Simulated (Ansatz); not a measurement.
Results of PBE (Ansatz, a quantum-chemistry and plane-wave program, PAW) for fcc Rh.

Run with plane-wave cutoff 520 eV, 30×30×30 k mesh, Fermi–Dirac smearing 0.056 eV (set by the program), no spin polarisation, scalar-relativistic PAW data made under PBE.

Computed at the level's own relaxed cell.

Hill averages of the elastic tensor: K = 256.9 GPa, G = 153.5 GPa. Volume 14.044 Å³/atom, mean atomic mass 102.906 u.

Task: Work out the density, the sound velocities of a polycrystal and the elastic Debye temperature, and Pugh's ratio at this level.

Result: ρ = 1.66054 × 102.906/14.044 = 12.167 g/cm³. v_l = √[(K + 4G/3)/ρ] = 6.159 km/s and v_t = √(G/ρ) = 3.552 km/s. The mean follows from 3/v_m³ = 1/v_l³ + 2/v_t³: v_m = 3.944 km/s. Θ_D = (ħ/k_B) v_m (6π²/V)^(1/3) = 76.38 K Å s/km × 3.944 × 1.6155 Å⁻¹ = 487 K, counting all atoms of the cell. K/G = 1.67, to be set beside Pugh's rough bound of 1.75 between brittle and ductile metals.
